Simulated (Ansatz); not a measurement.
# F–Al–GaH, triplet in cc-pVDZ: errors against UCCSDT(Q)

Geometry: displaced at random from a stationary point.

```xyz
4

F    -0.0275   -0.3372    2.6986
Al   -0.0283    0.3668    1.2018
Ga    0.0196   -0.0574   -1.1632
H    -0.0831    0.5079   -2.5696
```

Basis cc-pVDZ; Ansatz 0.2.0. Only valence electrons are correlated (noble-gas cores and the filled d shells of p-block atoms frozen), which leaves 14 electrons in 44 orbitals. R marks a restricted (for open shells ROHF) determinant, U an unrestricted one. No spin–orbit coupling is included, and no scalar relativity.

Full CI isn't at hand for all of this; UCCSDT(Q) serves as the reference, and is uncertain by the last step of the cluster series or more. The frozen core follows each run's orbitals, which can shift R against U totals by a few meV for light atoms and by up to 0.1 eV past Ca.

The UHF ⟨S²⟩ is 2.050, the T1 diagnostic (RCCSD) is 0.0274 and the largest doubles amplitude (RCCSD) is 0.066. The T1 diagnostic (UCCSD) is 0.0239.

```tsv
level	E − E(UCCSDT(Q)) (kJ/mol)	wall time
UHF	815.9	–
UMP2	86.2	–
UCCSD	23.2	–
UCCSD(T)	5.3	17 s
UCCSDT	1.9	–
```

Run but not shown, since their state, orbitals or frozen core can't be matched to the reference's or they repeat it: RHF, RMP2, RCCSD, RCCSD(T), BCCD(T), RCCSDT, RCCSDT(Q).

Times hold each run's SCF and search for its determinant on a shared host, so for small cases they say little of a method's own cost; they ran on 1 thread of Arm Neoverse V1. Some runs computed forces too.
